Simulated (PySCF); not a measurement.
Work out the structure from these simulated measurements.

Elements present: C, H and N. Monoisotopic mass: 87.1048 u.

- Dipole: 0.86 D [B97-2/pcSseg-2]
- 13C NMR: chemical shifts (computed TMS as zero) by class: 53.3 (1 C), 31.7 (1 C), 30.4 (3 C) ppm [GIAO B97-2/pcSseg-2]
- NMR, other nuclei: isotropic shieldings of nuclei other than C and H, by class: 196 (1 N) ppm [GIAO B97-2/pcSseg-2]
- Rotational structure: rotational constants A, B, C: 4.403, 2.659, 2.647 GHz [PBE0-D3(BJ)/def2-TZVP]
- 1H NMR: chemical shifts (computed TMS as zero) by class: 2.42 (3 H), 1.05 (9 H), -0.06 (1 H) ppm [GIAO B97-2/pcSseg-2]

The electronic properties come from PySCF, for the isolated species, density fitting. Levels stand in brackets. Isolated species at its PBE0-D3(BJ)/def2-TZVP geometry, gas phase. NMR values are class means; diastereotopic atoms form classes of their own.

**Question.** Which formula fits the mass and the elements?

**Answer.** C5H13N (calculated 87.1048). No other formula that holds each of these elements comes within 0.0003 u with a fitting electron parity and a possible valence count.

**Question.** Propose a structure and show how it fits.

**Answer.** Numbering: `[CH3:1][NH:2][C:3]([CH3:4])([CH3:5])[CH3:6]`. Its formula, C5H13N, gives 0 degrees of unsaturation, so no ring and no π bond. 5 carbons fall into 3 classes; from least to most shielded: sp3 carbon bound to nitrogen [C3] (53.3 ppm), N-methyl carbon [C1] (31.7 ppm), methyl carbon [C4/C5/C6] (30.4 ppm, 3 C, up to 7.7 ppm apart in this geometry). Hydrogen classes from least to most shielded: 3 H on an N-methyl carbon, C1 (2.42 ppm), 9 H on 3 methyl carbons, C4/C5/C6 (1.05 ppm, a mean of values up to 1.3 ppm apart in this geometry), 1 H on a secondary amine nitrogen, N2 (-0.06 ppm). The other shieldings belong to: 196 ppm, secondary amine nitrogen [N2]. By its constants the optimised geometry is a nearly prolate symmetric top. Structure: `CNC(C)(C)C`. The assignments are read from this structure; whether some other isomer fits the data as well wasn't checked.

Shape of the structure used: `[CH3:1][NH:2][C:3]([CH3:4])([CH3:5])[CH3:6]`: C1–N2–C3–C4 -56°.
